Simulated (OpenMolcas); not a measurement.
A ladder of methods for C2H5Al (SMILES C=[CH][AlH2])

C2H5Al has 8 atoms, charge 0, and is taken as a singlet. SMILES: `C=[CH][AlH2]`. The shape is that of a PBE0-D4/def2-TZVP optimisation.

Quantity: the HOMO–LUMO gap, in eV. The values are calculated.

| level | kind | program | value (eV) |
| --- | --- | --- | --- |
| HF/def2-SVPD | Hartree–Fock | OpenMolcas | 11.71 |
| revPBE/def2-SVPD | GGA | OpenMolcas | 4.38 |
| M06-L/def2-SVPD | meta-GGA | OpenMolcas | 4.90 |
| TPSS/def2-SVPD | meta-GGA | OpenMolcas | 4.68 |
| r2SCAN/def2-SVPD | meta-GGA | OpenMolcas | 4.84 |
| B3LYP/def2-SVPD | global hybrid | OpenMolcas | 6.04 |
| BHLYP/def2-SVPD | global hybrid | OpenMolcas | 8.24 |
| PBE0/def2-SVPD | global hybrid | OpenMolcas | 6.45 |

The values span 4.38 to 11.71 eV. Orbital gaps aren't excitation energies; they tend to grow with the share of exact exchange.
